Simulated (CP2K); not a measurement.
# singlet [C2F3]+: levels of theory compared

We compute a comparison of 5 runs (B3LYP/6-31G*, PBE0/TZV2P-MOLOPT-PBE0-GTH, GFN2-xTB, PM3, PM6) of singlet [C2F3]+. 

Program for the calculation: CP2K 2026.2.

2 further runs of the same task are left out: 2 that didn't finish.

## Step 1: The system as given

[C2F3]+ has 5 atoms, charge +1, and is taken as a singlet. SMILES of the parent species: `F[C]=C(F)F`. The coordinates come from a PBE0-D4/def2-TZVP relaxation. That shape belongs to the parent species and isn't relaxed for this state.

Bond lengths: F1–C2 1.297 Å, C2–C3 1.311 Å, C3–F4 1.317 Å, C3–F5 1.311 Å. Angles: F1–C2–C3 129.8°, C2–C3–F4 124.9°, C2–C3–F5 123.2°, F4–C3–F5 111.9°.

## Step 2: A single-point energy at B3LYP/6-31G(d) (spherical functions) (run 1)

The input, gas.inp:

```
&GLOBAL
    PROJECT_NAME gas
    RUN_TYPE ENERGY
    PRINT_LEVEL MEDIUM
&END

&FORCE_EVAL
    METHOD QS
    &DFT
        BASIS_SET_FILE_NAME ./6_31gs.basis
        POTENTIAL_FILE_NAME POTENTIAL
        CHARGE 1
        &QS
            METHOD GAPW
            EPS_DEFAULT 1.0E-10
        &END
        &MGRID
            CUTOFF 280
            REL_CUTOFF 50
            NGRIDS 4
        &END
        &POISSON
            PERIODIC NONE
            POISSON_SOLVER WAVELET
        &END
        # self-consistent field
        &SCF
            SCF_GUESS ATOMIC
            EPS_SCF 1.0E-07
            MAX_SCF 40
            &OT
                MINIMIZER DIIS
                PRECONDITIONER FULL_ALL
            &END
            &OUTER_SCF
                EPS_SCF 1.0E-07
                MAX_SCF 10
            &END
        &END
        &XC
            &XC_FUNCTIONAL
                &HYB_GGA_XC_B3LYP
                &END
            &END
            &HF
                FRACTION 0.2
                &SCREENING
                    EPS_SCHWARZ 1.0E-10
                &END
                &MEMORY
                    MAX_MEMORY 1050
                &END
            &END
        &END
        &PRINT
            &MOMENTS
                PERIODIC F
                REFERENCE COM
                MAX_MOMENT 1
            &END
            &MO_CUBES
                NLUMO 3
                NHOMO -1
                WRITE_CUBE F
            &END
            &LOWDIN ON
            &END
            &HIRSHFELD OFF
            &END
        &END
    &END
    # atoms, cell and kinds
    &SUBSYS
        # vacuum box
        &CELL
            ABC 12.5 12.5 12.5
            PERIODIC NONE
        &END
        &COORD
            UNIT bohr
            F      1.0917326    -1.9529753     2.8555274
            C      0.9579778     0.0733970     1.4847956
            C     -0.2390504     0.4683875    -0.6485540
            F     -1.6036594    -1.2292102    -1.8531977
            F     -0.2070006     2.6404009    -1.8385523
        &END
        &TOPOLOGY
            &CENTER_COORDINATES
            &END
        &END
        &KIND F
            BASIS_SET 6-31Gs
            POTENTIAL ALL
            LEBEDEV_GRID 194
            RADIAL_GRID 100
        &END
        &KIND C
            BASIS_SET 6-31Gs
            POTENTIAL ALL
            LEBEDEV_GRID 194
            RADIAL_GRID 100
        &END
    &END
&END
```

The run is started by

```bash
$ OMP_NUM_THREADS=1 cp2k.psmp -i gas.inp > gas.out 2>&1
```

Standard output:

```text
CP2K| version string:                                       CP2K version 2026.2
[...]
 GLOBAL| Method name                                                        CP2K
[...]
 GLOBAL| Run type                                                         ENERGY
[...]
 DFT| Spin restricted Kohn-Sham (RKS) calculation                            RKS
 DFT| Multiplicity                                                             1
[...]
 DFT| Charge                                                                   1
[...]
 FUNCTIONAL| HYB_GGA_XC_B3LYP:
[...]
 QS| Method:                                                                GAPW
[...]
 QS| Density cutoff [a.u.]:                                                140.0
[...]
 QS| Relative density cutoff [a.u.]:                                        25.0
[...]
                             - Atoms:                                          5
[...]
                             - Spherical basis functions:                     70
[...]
 Number of electrons:                                                         38
[...]
     1 OT DIIS     0.15E+00    6.6     0.78199551      -345.8763467353 -3.46E+02
[...]
    39 OT DIIS     0.15E+00    3.3     0.00000009      -375.1564060226 -1.14E-11
  *** SCF run converged in    39 steps ***
[...]
  Overlap energy of the core charge distribution:               0.00000752223275
  Self energy of the core charge distribution:               -371.91566229249702
  Core Hamiltonian energy:                                    -29.45615181972573
  Hartree energy:                                              53.50893789651201
  Exchange-correlation energy:                                -11.36797718845633
  Hartree-Fock Exchange energy:                                -8.00134871336505
[...]
 ENERGY| Total FORCE_EVAL ( QS ) energy [hartree]           -375.156406022608166
[...]
```

Run time: 4.9 min. Hardware: 1 thread of Intel Xeon at 2.70GHz, shared host; peak memory 0.92 GiB.

## Step 3: The energy at PBE0/TZV2P-MOLOPT-PBE0-GTH (core potential) (run 2)

The input, qs.inp:

```
&GLOBAL
  PROJECT_NAME qs
  RUN_TYPE ENERGY
  PRINT_LEVEL MEDIUM
&END

&FORCE_EVAL
  METHOD QUICKSTEP
  &DFT
    BASIS_SET_FILE_NAME BASIS_MOLOPT_UZH
    BASIS_SET_FILE_NAME BASIS_ADMM_UZH
    POTENTIAL_FILE_NAME POTENTIAL_UZH
    CHARGE 1
    &QS
      METHOD GPW
      EPS_DEFAULT 1.0E-10
    &END
    &MGRID
      CUTOFF 400
      REL_CUTOFF 50
      NGRIDS 4
    &END
    &POISSON
      PERIODIC NONE
      POISSON_SOLVER WAVELET
    &END
    &SCF
      SCF_GUESS ATOMIC
      EPS_SCF 1.0E-06
      MAX_SCF 150
      ADDED_MOS 3
      &DIAGONALIZATION
        ALGORITHM STANDARD
      &END
      &MIXING
        METHOD DIRECT_P_MIXING
        ALPHA 0.4
      &END
    &END
    &XC
      &XC_FUNCTIONAL
        &PBE
          SCALE_X 0.75
          SCALE_C 1.0
        &END
      &END
      &HF
        FRACTION 0.25
        &SCREENING
          EPS_SCHWARZ 1.0E-09
        &END
        &MEMORY
          MAX_MEMORY 1050
        &END
      &END
    &END
    &AUXILIARY_DENSITY_MATRIX_METHOD
      ADMM_TYPE ADMMS
      EXCH_CORRECTION_FUNC PBEX
    &END
    &PRINT
      &MOMENTS
        PERIODIC F
        REFERENCE COM
        MAX_MOMENT 1
      &END
      &MO ON
        ENERGIES T
        OCCUPATION_NUMBERS T
        NDIGITS 6
        &EACH
          QS_SCF 0
        &END
        ADD_LAST NUMERIC
      &END
      &HIRSHFELD OFF
      &END
    &END
  &END
  &SUBSYS
    &CELL
      ABC 12.5 12.5 12.5
      PERIODIC NONE
    &END
    &COORD
      F      0.577720    -1.033470     1.511080
      C      0.506940     0.038840     0.785720
      C     -0.126500     0.247860    -0.343200
      F     -0.848620    -0.650470    -0.980670
      F     -0.109540     1.397240    -0.972920
    &END
    &TOPOLOGY
      &CENTER_COORDINATES
      &END
    &END
    &KIND F
      BASIS_SET ORB TZV2P-MOLOPT-PBE0-GTH-q7
      BASIS_SET AUX_FIT admm-tzp-q7
      POTENTIAL GTH-PBE0-q7
    &END
    &KIND C
      BASIS_SET ORB TZV2P-MOLOPT-PBE0-GTH-q4
      BASIS_SET AUX_FIT admm-tzp-q4
      POTENTIAL GTH-PBE0-q4
    &END
  &END
&END
```

The run is started by

```bash
$ OMP_NUM_THREADS=1 cp2k.psmp -i qs.inp > qs.out 2>&1
```

Standard output:

```text
CP2K| version string:                                       CP2K version 2026.2
[...]
 GLOBAL| Method name                                                        CP2K
[...]
 GLOBAL| Run type                                                         ENERGY
[...]
 DFT| Spin restricted Kohn-Sham (RKS) calculation                            RKS
 DFT| Multiplicity                                                             1
[...]
 DFT| Charge                                                                   1
[...]
 FUNCTIONAL| PBE:
 QS| Method:                                                                 GPW
[...]
 QS| Density cutoff [a.u.]:                                                200.0
[...]
 QS| Relative density cutoff [a.u.]:                                        25.0
[...]
                             - Atoms:                                          5
[...]
                             - Spherical basis functions:                    145
[...]
 Number of electrons:                                                         28
[...]
     1 P_Mix/Diag. 0.40E+00   13.5     1.26872958       -80.9360589256 -8.09E+01
[...]
  *** SCF run converged in    61 steps ***
[...]
  Overlap energy of the core charge distribution:               0.00000169516617
  Self energy of the core charge distribution:               -223.32259842539901
  Core Hamiltonian energy:                                     61.84405637921628
  Hartree energy:                                              94.92032746422012
  Exchange-correlation energy:                                -12.92774144036001
  Hartree-Fock Exchange energy:                                -3.89405801980618
  Total energy:                                               -83.38001234696263
[...]
 ENERGY| Total FORCE_EVAL ( QS ) energy [hartree]            -83.380012346962630
[...]
```

Wall time 11 min (1 thread of Intel Xeon at 2.70GHz, shared host); peak memory 1.8 GiB.

Runs 3 to 4 aren't shown in full; the table further down has their settings and results.

## Step 4: The energy at PM6 (run 5)

The input, qs.inp:

```
&GLOBAL
    PROJECT qs
    RUN_TYPE ENERGY
    PRINT_LEVEL MEDIUM
&END GLOBAL

&FORCE_EVAL
    METHOD QS
    &DFT
        CHARGE 1
        MULTIPLICITY 1
        # Quickstep
        &QS
            METHOD PM6
            EPS_DEFAULT 1.0E-10
            &SE
                &COULOMB
                    CUTOFF [angstrom] 50
                    RC_RANGE [angstrom] 0
                &END COULOMB
                &EXCHANGE
                    CUTOFF [angstrom] 50
                    RC_RANGE [angstrom] 0
                &END EXCHANGE
            &END SE
        &END QS
        # no periodic images
        &POISSON
            PERIODIC NONE
            POISSON_SOLVER ANALYTIC
        &END POISSON
        &SCF
            SCF_GUESS ATOMIC
            EPS_SCF 1.0E-06
            MAX_SCF 100
            ADDED_MOS 8
            &DIAGONALIZATION
                ALGORITHM STANDARD
            &END DIAGONALIZATION
            &MIXING
                METHOD DIRECT_P_MIXING
                ALPHA 0.4
            &END MIXING
        &END SCF
        # extra output
        &PRINT
            &MOMENTS
                PERIODIC F
                REFERENCE COM
                MAX_MOMENT 1
            &END MOMENTS
            &MO ON
                ENERGIES T
                OCCUPATION_NUMBERS T
                NDIGITS 6
                &EACH
                    QS_SCF 0
                &END EACH
                ADD_LAST NUMERIC
            &END MO
            &HIRSHFELD OFF
            &END HIRSHFELD
        &END PRINT
    &END DFT
    # structure
    &SUBSYS
        &CELL
            ABC [angstrom] 11.4 12.4 12.5
            PERIODIC NONE
        &END CELL
        &COORD
            F      0.577720    -1.033470     1.511080
            C      0.506940     0.038840     0.785720
            C     -0.126500     0.247860    -0.343200
            F     -0.848620    -0.650470    -0.980670
            F     -0.109540     1.397240    -0.972920
        &END COORD
        &TOPOLOGY
            &CENTER_COORDINATES
            &END CENTER_COORDINATES
        &END TOPOLOGY
    &END SUBSYS
&END FORCE_EVAL
```

The run is started by

```bash
$ OMP_NUM_THREADS=1 cp2k.psmp -i qs.inp -o qs.out
```

Standard output:

```text
CP2K| version string:                                       CP2K version 2026.2
[...]
 GLOBAL| Method name                                                        CP2K
[...]
 GLOBAL| Run type                                                         ENERGY
[...]
 *** WARNING in qs_environment.F:2210 :: More added MOs requested than     ***
 *** available. The full set of unoccupied MOs will be used. Use           ***
 *** 'ADDED_MOS -1' to always use all available MOs and to get rid of this ***
[...]
                             - Atoms:                                          5
[...]
                             - Spherical basis functions:                     20
[...]
 Number of electrons:                                                         28
[...]
     1 P_Mix/Diag. 0.40E+00    0.0     0.67333963       -55.7462317749 -5.57E+01
[...]
    40 DIIS/Diag.  0.33E-06    0.0     0.00000074       -60.3763467824 -2.27E-12
  *** SCF run converged in    40 steps ***
  Core-core repulsion energy [eV]:                           2039.71100435754579
  Core Hamiltonian energy [eV]:                             -2684.23770897191753
  Two-electron integral energy [eV]:                        -1996.79448707345250
  Electronic energy [eV]:                                   -3682.63495250864389
  Total energy [eV]:                                        -1642.92394815109765
  Atomic reference energy [eV]:                              1652.15433796521984
  Heat of formation [kcal/mol]:                               212.85786268032740
[...]
 SE_DIPOLE| Moment [Debye]          0.53493460      -0.03219033       0.87070819
 SE_DIPOLE| Derivative [a.u.]       0.00000000       0.00000000       0.00000000
 ENERGY| Total FORCE_EVAL ( QS ) energy [hartree]            -60.376346782350524
[...]
```

It took 1.4 s on 1 thread of Intel Xeon at 2.70GHz, shared host; peak memory 0.19 GiB.

## Step 5: Overview of the runs

| run | level | core potential | scheme | energy (Eh) | HOMO energy (eV) | LUMO energy (eV) | HOMO–LUMO gap (eV) | wall time |
| --- | --- | --- | --- | --- | --- | --- | --- | --- |
| 1 | B3LYP/6-31G* (spherical functions) | none | GAPW | -375.156406 | -15.72 | -14.36 | 1.36 | 4.9 min |
| 2 | PBE0/TZV2P-MOLOPT-PBE0-GTH (core potential) | GTH-PBE0 | GPW | -83.380012 | -16.22 | -14.30 | 1.92 | 11 min |
| 3 | GFN2-xTB | – | – | -17.734583 | -21.04 | -20.82 | 0.23 | 1.3 s |
| 4 | PM3 | – | – | -56.709363 | – | – | – | 1.9 s |
| 5 | PM6 | – | – | -60.376347 | -17.61 | -10.92 | 6.69 | 1.4 s |

## Step 6: What came out

| quantity | value |
| --- | --- |
| run 5: total energy | -60.37635 Eh |
| run 5: HOMO energy | -17.61 eV |
| run 5: LUMO energy | -10.92 eV |
| run 5: HOMO–LUMO gap | 6.69 eV |
| run 5: heat of formation | 212.9 kcal/mol |

What this shows: Over runs 1, 2, 3, 5 the HOMO–LUMO gap runs from 0.23 eV (GFN2-xTB) to 6.69 eV (PM6). Totals of different functionals can't be ranked against each other. Some runs of one species differ in core potentials or relativity; totals across that change don't compare. Force-field and semi-empirical energies have zeros of their own, so their totals don't compare. All runs together took 16 min, the longest 11 min.
